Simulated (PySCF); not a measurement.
## Ionisation energy of S by level of theory

S [Ne] 3s2 3p4 (3P) → S⁺ [Ne] 3s2 3p3 (4S), as a difference of total energies. Computed with PySCF 2.14 in x2c-TZVPPall (5s5p3d1f, 42 functions), with scalar relativity by spin-free X2C-1e. Correlated levels: valence: [Ne] frozen; valence and next inner shell: 1s2 frozen. The calculations carry no spin-orbit coupling.

```tsv
method	ionisation energy (eV)	plus first-order spin-orbit estimate	error of that sum (eV)
UHF	9.222	9.246	-1.114
LDA	10.543	10.567	+0.207
PBE	10.401	10.425	+0.065
PBE0	10.384	10.408	+0.048
r2SCAN	10.365	10.389	+0.029
revPBE	10.364	10.388	+0.028
wB97X-V	10.488	10.512	+0.152
B97-3	10.469	10.493	+0.133
r2SCANh	10.358	10.381	+0.021
ROHF	9.083	9.106	-1.254
MP2 (valence)	9.950	9.973	-0.387
SCS-MP2 (valence)	10.029	10.053	-0.307
MP2 (valence and next inner shell)	9.950	9.974	-0.386
SCS-MP2 (valence and next inner shell)	10.024	10.048	-0.312
```

Reference: 10.360 eV (measured; NIST Atomic Spectra Database, ionization energies).

A first-order spin-orbit estimate (lowest level to lowest level, LS coupling) adds 0.024 eV.

Errors of the correlated levels include the incompleteness of this basis and the frozen core.
